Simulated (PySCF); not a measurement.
**Functional dependence of a UV spectrum**

C2H6O.
SMILES: `COC`

Linear-response calculations in the def2-SVPD basis (PySCF; singlets by full response, triplets Tamm–Dancoff, core orbitals frozen in the response; HF means time-dependent Hartree–Fock). 'Strongest' is the level of largest summed f among the singlets computed (10 roots, of which the last may lack a degenerate partner); it can jump between rows when another state enters that window. S1 is the lowest singlet of each run and needn't be the same state throughout; f(S1) is that of one state. Geometry: PBE0-D3(BJ)/def2-SVP; no solvent, vibrations or thermal averaging.

| functional | kind | S1 (eV) | f(S1) | strongest (eV) | T1 (eV) | HOMO (eV) | gap (eV) | ionisation energy, ΔSCF (eV) |
| --- | --- | --- | --- | --- | --- | --- | --- | --- |
| PBE0 | global hybrid, 25% exact exchange | 6.99 | 0.036 | 8.75 | 6.80 | -7.50 | 8.29 | 9.96 |
| BHandHLYP | global hybrid, 50% exact exchange | 7.69 | 0.041 | 9.39 | 7.47 | -9.06 | 10.29 | 9.99 |
| wB97X-D | range-separated hybrid | 7.37 | 0.034 | 9.10 | 7.27 | -9.42 | 11.84 | 10.05 |
| LC-wPBE | range-separated hybrid | 7.66 | 0.028 | 10.38 | 7.38 | -10.25 | 12.70 | 10.18 |

Task: What does CAM-B3LYP (range-separated hybrid) give?

Result: S1 (eV) 7.13, f(S1) 0.032, strongest (eV) 8.84, T1 (eV) 6.94, HOMO (eV) -8.96, gap (eV) 10.34, ionisation energy, ΔSCF (eV) 10.10. S1 runs from 6.99 eV (PBE0) to 7.69 eV (BHandHLYP), a spread of 0.70 eV, while the orbital gap spreads over 4.4 eV. −ε(HOMO) comes closest to its own ΔSCF ionisation energy with LC-wPBE (+0.06 eV) and misses most with PBE0 (-2.46 eV).
